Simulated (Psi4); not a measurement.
**MP3/6-31G(d) (spherical functions) run of C4H9Cl (1-chlorobutane)**

What is the energy change on altering one bond length of C4H9Cl (1-chlorobutane) at MP3/6-31G* (spherical functions)? 

Program for the calculation: Psi4 1.11.

2 further runs of the same task are left out: 1 that didn't finish, 1 set aside as unsound or not needed.

## Step 1: The system as given

The species is C4H9Cl (14 atoms), meant as a singlet with charge 0. As SMILES, `CCCCCl`. Geometry: relaxed at PBE0-D4/def2-TZVP. This is one conformer, not always the lowest.

Bond lengths: C1–C2 1.518 Å, C2–C3 1.519 Å, C3–C4 1.510 Å, C4–Cl5 1.790 Å, C1–H6 1.094 Å, C1–H7 1.093 Å, C1–H8 1.092 Å, C2–H9 1.094 Å, C2–H10 1.096 Å, C3–H11 1.095 Å, C3–H12 1.098 Å, C4–H13 1.091 Å, C4–H14 1.089 Å. Some angles: C1–C2–C3 112.5°, C2–C3–C4 114.4°, C3–C4–Cl5 112.2°, C1–C2–H9 109.9°, C1–C2–H10 109.8°, C3–C2–H9 109.1°, C3–C2–H10 109.1°, C2–C1–H6 111.4°, C2–C1–H7 111.1°, C2–C1–H8 111.4°.

## Step 2: A single-point energy at MP3/6-31G(d) (spherical functions)

Input file run_ase.py:

```python
import numpy as np
from ase.calculators.psi4 import Psi4
from ase import Atoms

a = Atoms(['C', 'C', 'C', 'C', 'Cl', 'H', 'H', 'H', 'H', 'H', 'H', 'H', 'H', 'H'], positions=[
    [-1.524400, 0.759500, 0.972100],
    [-0.619100, 0.408500, -0.195200],
    [0.553200, -0.463500, 0.220100],
    [1.473800, -0.851500, -0.912800],
    [2.323200, 0.561500, -1.610000],
    [-1.939800, -0.138700, 1.438100],
    [-0.976300, 1.307300, 1.743600],
    [-2.360800, 1.385100, 0.653500],
    [-0.238300, 1.323100, -0.658700],
    [-1.195700, -0.111200, -0.969500],
    [1.135500, 0.036600, 1.001100],
    [0.177600, -1.396000, 0.661200],
    [0.925600, -1.313600, -1.734800],
    [2.252500, -1.536300, -0.579900],
])
calc = Psi4(atoms=a, method='mp3', basis='6-31G*', memory='1600MB', num_threads=1, charge=0, multiplicity=1, label='psi4-calc')
calc.psi4.set_options({'puream': True, 'e_convergence': 1e-09, 'd_convergence': 1e-08, 'scf_type': 'pk', 'num_frozen_docc': 9, 'mp_type': 'conv'})
a.calc = calc

print(f'energy: {a.get_potential_energy():.6f} eV')
```

Launch:

```console
$ python run_ase.py
```

psi4-calc.dat:

```text
[...]
  Running in c1 symmetry.
[...]
  Nuclear repulsion =  225.422265171395651
[...]
  Multiplicity = 1
[...]
  Nalpha       = 25
  Nbeta        = 25
[...]
    Number of basis functions: 92
[...]
   @RHF iter   1:  -616.09768314436531   -5.66873e-01   4.07750e-03 ADIIS/DIIS
[...]
   @RHF iter  11:  -616.19746393864023   -5.57066e-12   5.73124e-09 DIIS
[...]
    Orbital Energies [Eh]
    ---------------------
    Doubly Occupied:
       1A   -104.797623     2A    -11.287861     3A    -11.233301
       4A    -11.221567     5A    -11.214063     6A    -10.537303
       7A     -8.005797     8A     -8.002608     9A     -8.002554
      10A     -1.143178    11A     -1.064296    12A     -0.973174
      13A     -0.863095    14A     -0.796999    15A     -0.654766
      16A     -0.631233    17A     -0.605840    18A     -0.577553
      19A     -0.542293    20A     -0.511144    21A     -0.497489
      22A     -0.481668    23A     -0.473477    24A     -0.427577
      25A     -0.424774
[...]
  @RHF Final Energy:  -616.19746393864023
   => Energetics <=
    Nuclear Repulsion Energy =            225.4222651713956509
    One-Electron Energy =               -1293.2969946635175802
    Two-Electron Energy =                 451.6772655534817318
    Total Energy =                       -616.1974639386403396
[...]
 Multipole Moments:
 ------------------------------------------------------------------------------------
     Multipole            Electronic (a.u.)      Nuclear  (a.u.)        Total (a.u.)
 ------------------------------------------------------------------------------------
 L = 1.  Multiply by 2.5417464519 to convert [e a0] to [Debye]
 Dipole X            :         10.0402517          -10.5497693           -0.5095176
 Dipole Y            :          1.7255494           -2.3539118           -0.6283624
 Dipole Z            :         -6.9134041            7.3216553            0.4082512
 Magnitude           :                                                    0.9061548
[...]
	SCS-MP2 Total Energy (a.u.)        :  -616.84128382973176
	SOS-MP2 Total Energy (a.u.)        :  -616.83852388329399
[...]
	SOS-PI-MP2 Total Energy (a.u.)     :  -616.88783618672880
[...]
	MP2 Total Energy (a.u.)            :  -616.84680372260755
[...]
	SCS-MP3 Total Energy (a.u.)        :  -616.85464978147047
[...]
	MP3 Total Energy (a.u.)            :  -616.90026752956226
[...]
```

Standard output:

```text
energy: -16786.711318 eV
```

Run time: 14 s. Hardware: 1 thread of Intel Xeon Platinum 8259CL at 2.50GHz (Skylake/Cascade Lake), shared host; peak memory 0.62 GiB.

## Step 3: The distorted shape at the same level

Input file c4h9cl.py:

```python
import psi4

psi4.set_memory(1600000000)
psi4.set_num_threads(1)
psi4.set_output_file('output.dat', False)

m = psi4.geometry("""
C
C 1 1.518341
C 2 1.518929 1 112.5003
C 3 1.510467 2 114.38025 1 179.34056
Cl 4 1.79001 3 112.24541 2 65.49201
H 1 1.422 2 111.35415 3 -59.69839
H 1 1.093486 6 107.52628 2 -121.87811
H 1 1.091992 7 107.62386 6 115.76375
H 2 1.093771 1 109.88104 8 58.3006
H 2 1.096401 9 106.27113 3 -117.47746
H 3 1.09505 4 109.15638 5 -58.31224
H 3 1.097816 11 106.45642 4 115.12496
H 4 1.090754 3 111.57618 11 -177.41267
H 4 1.089104 13 108.86357 3 123.59614
units angstrom
symmetry c1
""")

psi4.set_options({
    'basis': '6-31G*',
    'puream': True,
    'e_convergence': 1e-09,
    'd_convergence': 1e-08,
    'scf_type': 'pk',
    'num_frozen_docc': 9,
    'mp_type': 'conv',
})

E = psi4.energy('mp3')
print(f'mp3 energy: {E:.10f} Eh')
for k, v in sorted(psi4.core.scalar_variables().items()):
    print(f'{k:45s} {v:18.10f}')
```

Launch:

```console
$ python c4h9cl.py
```

output.dat:

```text
[...]
  Running in c1 symmetry.
[...]
  Nuclear repulsion =  224.315990925756608
[...]
  Multiplicity = 1
[...]
  Nalpha       = 25
  Nbeta        = 25
[...]
    Number of basis functions: 92
[...]
   @RHF iter   1:  -616.05308055678404   -7.04335e-01   4.03264e-03 ADIIS/DIIS
[...]
   @RHF iter  11:  -616.15573619274471   -6.36646e-12   7.14333e-09 DIIS
[...]
    Orbital Energies [Eh]
    ---------------------
    Doubly Occupied:
       1A   -104.798901     2A    -11.288974     3A    -11.252144
       4A    -11.234464     5A    -11.227243     6A    -10.538600
       7A     -8.007091     8A     -8.003906     9A     -8.003852
      10A     -1.144581    11A     -1.064274    12A     -0.969397
      13A     -0.856413    14A     -0.794685    15A     -0.652204
      16A     -0.633502    17A     -0.610439    18A     -0.562368
      19A     -0.545905    20A     -0.503919    21A     -0.492855
      22A     -0.484145    23A     -0.450099    24A     -0.428799
      25A     -0.424064
[...]
  @RHF Final Energy:  -616.15573619274471
   => Energetics <=
    Nuclear Repulsion Energy =            224.3159909257566085
    One-Electron Energy =               -1290.9978061054516729
    Two-Electron Energy =                 450.5260789869504379
    Total Energy =                       -616.1557361927447118
[...]
 Multipole Moments:
 ------------------------------------------------------------------------------------
     Multipole            Electronic (a.u.)      Nuclear  (a.u.)        Total (a.u.)
 ------------------------------------------------------------------------------------
 L = 1.  Multiply by 2.5417464519 to convert [e a0] to [Debye]
 Dipole X            :         -6.0319347            6.6157109            0.5837762
 Dipole Y            :         -0.5472401            0.3400290           -0.2072110
 Dipole Z            :         11.1003647          -11.4771315           -0.3767668
 Magnitude           :                                                    0.7250408
[...]
	SCS-MP2 Total Energy (a.u.)        :  -616.80398509480290
	SOS-MP2 Total Energy (a.u.)        :  -616.80161680365370
[...]
	SOS-PI-MP2 Total Energy (a.u.)     :  -616.85129992756970
[...]
	MP2 Total Energy (a.u.)            :  -616.80872167710129
[...]
	SCS-MP3 Total Energy (a.u.)        :  -616.81753217796768
[...]
	MP3 Total Energy (a.u.)            :  -616.86291000976053
[...]
```

Run time: 14 s. Hardware: 1 thread of Intel Xeon Platinum 8259CL at 2.50GHz (Skylake/Cascade Lake), shared host; peak memory 0.61 GiB.

## Step 4: Outcome

At MP3/6-31G* (spherical functions), 9 core orbitals frozen:

| quantity | value |
| --- | --- |
| first shape: total energy | -616.90027 Eh |
| first shape: HOMO energy (Hartree–Fock orbitals) | -11.56 eV |
| first shape: LUMO energy (Hartree–Fock orbitals) | 5.52 eV |
| first shape: HOMO–LUMO gap (Hartree–Fock orbitals) | 17.07 eV |
| first shape: correlation energy (9 core orbitals frozen) | -702.8 mEh |
| distorted shape: total energy | -616.86291 Eh |
| distorted shape: HOMO energy (Hartree–Fock orbitals) | -11.54 eV |
| distorted shape: LUMO energy (Hartree–Fock orbitals) | 5.49 eV |
| distorted shape: HOMO–LUMO gap (Hartree–Fock orbitals) | 17.02 eV |
| distorted shape: correlation energy (9 core orbitals frozen) | -707.2 mEh |
| energy change with the C1–H6 bond stretched from 1.094 to 1.422 Å | 1.017 eV |

**Reading.** With the C1–H6 bond stretched from 1.094 to 1.422 Å the energy rises by 1.02 eV (98 kJ/mol). The first shape isn't relaxed at this level, so the change isn't measured from a minimum.
